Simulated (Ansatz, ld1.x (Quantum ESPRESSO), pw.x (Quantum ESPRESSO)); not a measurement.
**Ca (Z = 20): does the TM potential hold in the solid?**

| Item | Value |
| --- | --- |
| Element | Ca (Z = 20) |
| Generator | ld1.x (Quantum ESPRESSO) 7.5 |
| Type | norm-conserving Troullier–Martins (Kleinman–Bylander form) |
| Functional | PBEsol |
| Relativity | scalar-relativistic |
| Frozen core | [Ar] |
| Valence charge | 2 |
| Reference configuration | 3d0 4s1.5 4p0.5 |
| Partial waves | 4s (bound): rc 3.15 bohr; 3d (bound, empty): rc 3.20 bohr; 4p (bound): rc 3.75 bohr |
| Local potential | the p channel |
| Core correction | Bessel-smoothed model core, default radius (core density twice the valence density) |

Atomic tests: cutoffs needed: 6 Ry and 8 Ry (the cutoffs (Ry, on a coarse ladder) from which the occupation-weighted sum of valence levels, in a spherical-Bessel basis at the reference potential, stays within 10 and 1 mRy of its value at 400 Ry) The cutoffs count occupied waves only; the empty 3d level needs 21 Ry at the loose tolerance.; ghost test: no extra level below or beside the all-electron valence levels (s, d, p, f tested) (spherical-Bessel basis up to 400 Ry, 20 bohr box); largest excitation error: -58 meV (all-electron minus pseudo) for 3d1 4s0 4p0, out of 7 test configurations.

Crystal test: diamond Ca in pw.x 7.5, no spin, 8³ k-points, Fermi–Dirac smearing 0.01 Ry, cutoffs 50/200 Ry. The reference is all-electron LAPW (Ansatz 0.2.0) with the same functional, mesh and smearing; V0 and B0 come from Birch–Murnaghan fits to the pressures at five volumes. Errors are pseudo minus all-electron; Δ is the rms difference of the E(V) curves that follow from these fits, minima aligned, over ±6 % about the mean V0. Mesh and smearing are coarse, so the numbers serve the comparison and aren't converged zero-temperature values; the lattice is a test structure that the element need not adopt.

| V (Å³/atom) | P all-electron (GPa) | P pseudo (GPa) |
| --- | --- | --- |
| 70.822 | 0.24 | 0.36 |
| 72.685 | 0.11 | 0.22 |
| 74.549 | -0.01 | 0.09 |
| 76.413 | -0.11 | -0.03 |
| 78.276 | -0.21 | -0.14 |

All-electron: a0 = 8.414 Å (V0 = 74.45 Å³/atom), B0 = 4.5 GPa.

Pseudopotential: mean pressure error (GPa): +0.09; a0 (Å): 8.467; a0 error (%): +0.64; B0 error (%): +5.2; Δ (meV/atom): 1.5. The largest radius (3.75 bohr) exceeds half the bond length (3.44 bohr), so the spheres overlap, which is one possible source of error among others. This is a poor potential for the solid. The logarithmic derivative shows an extra or strongly shifted pseudo pole above the reference energy (s near 1.18 Ry).

Question: At the middle volume, how do free energy and pressure move when the wave cutoff is lowered (ecutrho kept at four times it)?

Answer:

| cutoff (Ry) | shift of F (meV/atom) | shift of P (GPa) |
| --- | --- | --- |
| 22 | +6.1 | -0.08 |
| 30 | +0.2 | +0.00 |
| 40 | +0.1 | +0.00 |

The run at the middle volume (29 k-points, 9 iterations) took about 61 s on one core of a shared host (Neoverse-N1, 64 threads, 124 GiB, load 48).
